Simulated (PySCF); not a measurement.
# Static response to an electric field

C₄H₇Cl.
Structure used (GFN2-xTB), in Å, numbered top down from 1:
```xyz
12
C4H7Cl angstrom
C      1.594   -0.231   -0.448
C      0.538    0.810   -0.267
C     -0.710    0.615    0.131
C     -1.398   -0.655    0.499
Cl    -1.762    2.004    0.265
H      1.945   -0.219   -1.479
H      1.239   -1.228   -0.211
H      2.445   -0.002    0.192
H      0.858    1.818   -0.493
H     -2.259   -0.811   -0.149
H     -1.760   -0.596    1.525
H     -0.730   -1.506    0.410
```

Level: PBE0/def2-SVPD (PySCF), static field, nuclei fixed, core orbitals frozen in the response. The polarisability tensor in these axes (au):

```
x   79.87 -6.59 -8.75
y   -6.59 64.71 -0.23
z   -8.75 -0.23 50.34
```

Problem. Give the principal values, the mean and the anisotropy Δα = √{½[(α1 − α2)² + (α2 − α3)² + (α1 − α3)²]}.

Solution. Principal values 47.70, 62.92 and 84.30 au; mean 64.97 au = 9.63 Å³ = 10.71 × 10⁻⁴⁰ C²·m²/J; Δα = 31.84 au (49 % of the mean).

Problem. What is the dipole moment, and where does it point?

Solution. (1.28, -1.70, -0.16) D, 2.14 D in size, pointing from the negative to the positive side. Measured along this direction, the outermost atoms are Cl5 at the negative end and H7 at the positive end.

Problem. Rayleigh depolarisation ratio (linearly polarised light, static tensor)?

Solution. ρ = 3Δα²/(45ᾱ² + 4Δα²) = 3041.7/(189963 + 4055.6) = 0.0157.

Problem. In a dilute gas of rigid molecules at 350 K, how does the orientational term μ²/3kT compare with the electronic polarisability?

Solution. In Gaussian units μ²/3kT = 31.44 Å³ against 9.63 Å³, a ratio of 3.27; the Debye molar polarisation (4π/3)N_A(α + μ²/3kT) is 103.6 cm³/mol, leaving out the vibrational part.

Problem. Sum over states: ᾱ = Σ f/ω², ω in Eh. What share falls to these 6 lowest TDDFT singlets (eV, f)? 6.23, 0.0002; 6.60, 0.0039; 6.70, 0.3596; 7.40, 0.0000; 7.41, 0.0019; 7.52, 0.0012.

Solution. They add up to 6.04 au, 9.3 % of the 64.97 au; the largest single term is 5.93 au, from the state at 6.70 eV. Terms in order: 0.00, 0.07, 5.93, 0.00, 0.03, 0.02 au. Higher excitations give the rest. The strengths listed sum to 0.367.

Problem. What molar refraction does this α imply?

Solution. Lorentz–Lorenz: R = (4π/3)N_A α = 2.5225 cm³/(mol·Å³) × 9.63 Å³ = 24.3 cm³/mol, in the limit of long wavelengths.

Problem. Refractivity n − 1 of an ideal gas of it at 400 K and 1 atm, from the electronic α?

Solution. N = p/kT = 1.8347 × 10¹⁹ cm⁻³, so n − 1 = 2π × N × 9.63 × 10⁻²⁴ cm³ = 1110 × 10⁻⁶ at long wavelengths, for an ideal gas.

Geometry: GFN2-xTB; no solvent, vibrations or thermal averaging.
